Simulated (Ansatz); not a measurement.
The same path of H2S + H5NSi (10 atoms, charge 0, multiplicity 1) was run twice with different band settings. Lost on the way: Si1–N2, S8–H10. Made: Si1–S8, N2–H10.

Level of theory: Ansatz 0.2.0, RKS BHLYP-D4/def2-SVP.

Relaxed end points:

```xyz
10
Properties=species:S:1:pos:R:3
Si -0.151 0.364 0.130
N -0.024 0.074 1.839
H -0.860 -0.140 2.359
H 0.573 0.675 2.387
H 1.220 0.482 -0.410
H -0.896 1.598 -0.237
H -0.865 -0.785 -0.468
S 1.753 -2.942 1.253
H 0.614 -3.575 0.940
H 1.108 -1.847 1.700
```

```xyz
10
Properties=species:S:1:pos:R:3
Si 0.350 -0.222 -0.808
N 0.012 -0.800 2.827
H -0.731 -1.329 3.265
H -0.354 0.124 2.636
H 0.641 -0.126 -2.257
H 0.938 0.956 -0.121
H -1.119 -0.165 -0.610
S 1.191 -2.053 -0.114
H 0.801 -1.794 1.158
H 0.742 -0.686 3.518
```

Common settings: spring 5.0 eV/Å²; optimiser quadratic models (default); start path through a guess of the saddle point; force threshold 0.03 eV/Å; iteration limit 60; end points relaxed.

| run | movable images | climbing image |
| --- | --- | --- |
| 1 | 5 | yes |
| 2 | 3 | no |

Question: What does each run give, and how far can it be trusted?

Answer: Run 1: converged after 28 iterations, highest image 0.978 eV above the first end. A vibrational analysis at the climbing image gives one clearly imaginary mode, 170i cm⁻¹: a first-order saddle point.
Run 2: converged after 21 iterations, highest image 0.627 eV above the first end. No image climbed, so the highest image needn't sit at the top of the path. A band with more images between the same ends climbed to 0.98 eV, so this one has probably stepped over the top. So few images can step over the top or miss a turn of the path.
The orbitals stay closed-shell, which can raise the energy where a bond breaks towards radicals; this wasn't checked here.
